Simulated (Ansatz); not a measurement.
Input file:

```yaml
crystal:
  periodic: [false, false, false]
  atoms:
    - {symbol: H, position_ang: [0.000000, 0.000000, -1.052000]}
    - {symbol: H, position_ang: [0.000000, 0.000000, -0.307000]}
    - {symbol: Cl, position_ang: [0.000000, 0.000000, 1.359000]}
basis:
  gaussian: {orbitals: cc-pVTZ}
magnetization: {spin_polarized: false, initial_magnetization: 1}
correlation: {method: sc_nevpt2, electrons: outside_noble_gas, active_space: {window: {electrons: 3, orbitals: 3}}}
```

```sh
$ ansatz run in.yaml --threads 1 --pin off --events-out ev --progress --plain --max-ram 2393MiB
```

(1) Roughly how long does this take on 1 thread of Intel Xeon Platinum 8375C, shared host, and how much host memory?

```
343 factors; integrals over basis functions are off by at most 1.2e-3 eV
mean field evaluation 1: about -12532.4589 eV, gradient 8.2e0 eV
mean field evaluation 2: about -12532.4604 eV, gradient 8.2e0 eV
mean field evaluation 4: about -12533.0773 eV, gradient 1.5e0 eV
mean field evaluation 8: about -12533.1312 eV, gradient 1.6e-3 eV
mean field evaluation 16: about -12532.3207 eV, gradient 8.8e-4 eV
mean field evaluation 32: about -12533.0406 eV, gradient 2.1e0 eV
mean field -12533.13117650 eV, -460.5840754750 hartree, gradient 9.6e-6 eV, S^2 0.750000; 7 other end points of the search recorded, 0 dependent functions left out
reference -12533.13117650 eV, -460.5840754750 hartree; 10, 9 occupied and 52, 53 virtual orbitals, 343 factors
state -12533.69790527 eV, -460.6049023731 hartree
state -12533.69790527 eV, -460.6049023731 hartree; corrected -12538.92914600 eV, -460.7971469241 hartree
Total energy: -12538.92914600 eV, -460.7971469241 hartree
```

Natural occupations: 1.9745 1.0001 0.0254.

For the same geometry and basis UCCSDT(Q) lies 954.8 meV lower.

Results:

(1) 2 s wall and 0.1 GiB.
